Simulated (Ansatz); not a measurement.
# AlS (quartet): the correlation ladder at distance Al1–S2 = 2.771 Å, 6-31G

How much of the correlation energy of AlS (quartet) does each wave-function method recover here?

Computed with Ansatz 0.2.0, Gaussian basis. Level: 6-31G, core rule «outside noble gas», up to 10 orbitals frozen.

To be run: UHF; CCSD(T) on ROHF; CCSD(T) on UHF; BCCD(T) on ROHF; CISD as a restricted active space (open shells left free, so some higher excitations enter); CCSDT(Q) on ROHF; CCSDT(Q) on UHF; CISDTQ; CCSDTQ on ROHF; CCSDTQ on UHF; CASSCF and MRCISD+Q, 5 electrons in 5 orbitals; CASSCF and NEVPT2, 5 electrons in 5 orbitals; CASSCF and MRCISD+Q, 9 electrons in 8 orbitals; CASSCF and NEVPT2, 9 electrons in 8 orbitals; Full CI.

23 further runs of the same task are left out: 16 that didn't finish, 7 set aside as unsound or not needed. Runs told in other sessions of the task aren't counted.

## 1. What is computed

The geometry derives from a PBE0/def2-TZVP stationary point (not a proven minimum). One bond is set to the value named and the two fragments are kept rigid.

2 atoms, charge 0, spin multiplicity 4.

Atoms are counted from 1 here; the program's logs count them from 0.

No contacts short enough for the rule that draws bonds.

Coordinates:

```csv
atom,x (Å),y (Å),z (Å)
Al1,0.0000,0.0000,0.0000
S2,0.0000,0.0000,2.7710
```

## 2. UHF

Input file in.yaml:

```yaml
crystal:
  periodic: [false, false, false]
  atoms:
    - {symbol: Al, position_ang: [0.000000, 0.000000, 0.000000]}
    - {symbol: S, position_ang: [0.000000, 0.000000, 2.771000]}
basis:
  gaussian: {orbitals: 6-31G}
magnetization: {spin_polarized: true, initial_magnetization: 3}
hamiltonian: {xc: hf}
output: {orbitals: {seedname: orbitals}}
```

Started as:

```bash
ansatz run in.yaml --threads 1 --pin off --events-out ev --progress --plain --max-ram 2393MiB
```

The runs that follow: CCSD(T) on ROHF; CCSD(T) on UHF; BCCD(T) on ROHF; CISD as a restricted active space (open shells left free, so some higher excitations enter); CCSDT(Q) on ROHF; CCSDT(Q) on UHF; CISDTQ; CCSDTQ on ROHF; CCSDTQ on UHF; CASSCF and MRCISD+Q, 5 electrons in 5 orbitals; CASSCF and NEVPT2, 5 electrons in 5 orbitals; CASSCF and MRCISD+Q, 9 electrons in 8 orbitals; CASSCF and NEVPT2, 9 electrons in 8 orbitals; Full CI.

**Question.** What will the summary of the whole plan be? Wanted: FCI from the RHF energy; RMP2 from FCI; UMP2 from FCI; UCCSD(T) from FCI; UCCSDT(Q) from FCI; NEVPT2 valence from FCI; MRCISD+Q valence from FCI; T1 diagnostic; effectively unpaired electrons.

As calculated:

| quantity | value |
| --- | --- |
| FCI from the ROHF energy | -1.9479 eV |
| RMP2 from FCI | +71.0 kJ/mol |
| UMP2 from FCI | +63.7 kJ/mol |
| UCCSD(T) from FCI | +8.4 kJ/mol |
| UCCSDT(Q) from FCI | 0.0 kJ/mol |
| NEVPT2 valence from FCI | +31.4 kJ/mol |
| MRCISD+Q valence from FCI | +1.1 kJ/mol |
| levels within 1 kcal/mol (43 meV) | UCCSDT, CISDTQ, UCCSDT(Q), UCCSDTQ, MRCISD valence, MRCISD+Q valence |
| T1 diagnostic | 0.055 |
| effectively unpaired electrons | 3.39 |

What this shows: UCCSD(T) misses by +8.4 kJ/mol, 4.5 % of the correlation energy. The occupations show static correlation (3.39 effectively unpaired electrons where one determinant has 3). Of the multireference levels listed MRCISD+Q valence comes nearest in total energy (+1.1 kJ/mol), which doesn't show that its space is the better one. These misses are within one basis, not against nature; the frozen cores of restricted and unrestricted runs differ, which can shift their rows.

Levels on UHF freeze UHF's core orbitals, full CI those of ROHF, so the U rows can settle a little off it for that reason alone.

With open shells the CI space here admits some higher excitations, so it is larger than plain CISD.
